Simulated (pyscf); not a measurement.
This saddle point was located with ωB97X-D3(BJ)/def2-SVP in PySCF.

```
Ge
F 1 1.7482
H 1 1.5199 2 101.73
H 1 1.5201 3 128.32 2 -114.87
F 1 1.9494 3 92.00 2 151.49
H 5 1.2978 1 79.00 3 -114.71
F 6 1.0396 5 136.62 1 -0.15
```
Charge 0, spin multiplicity 1.

Surface: singlet, charge 0. Lowest wavenumbers (cm⁻¹): 304i, 52, 265, 387, 519.

Q: Which two sides does it connect, and which bonds change?

A: HF + F–GeH₂–F <-> F–GeH₂–F + HF, a four-centre exchange read from left to right: F–H, F–Ge broken and F–Ge, F–H formed. At ωB97M-D3(BJ)/def2-TZVP it lies +0.62 eV from the left side and +0.62 eV from the right (each side as separated species at their lowest minima found). On the reactant side the descent ends in a complex, 0.28 eV under the separated species and 0.92 eV under the saddle at ωB97X-D3(BJ)/def2-TZVP. On the product side the descent ends in a complex, 0.23 eV under the separated species and 0.86 eV under the saddle at ωB97X-D3(BJ)/def2-TZVP. This is the saddle that the search found; another between the same sides may lie lower. Elements up to Kr have no core potential and no relativistic terms here.
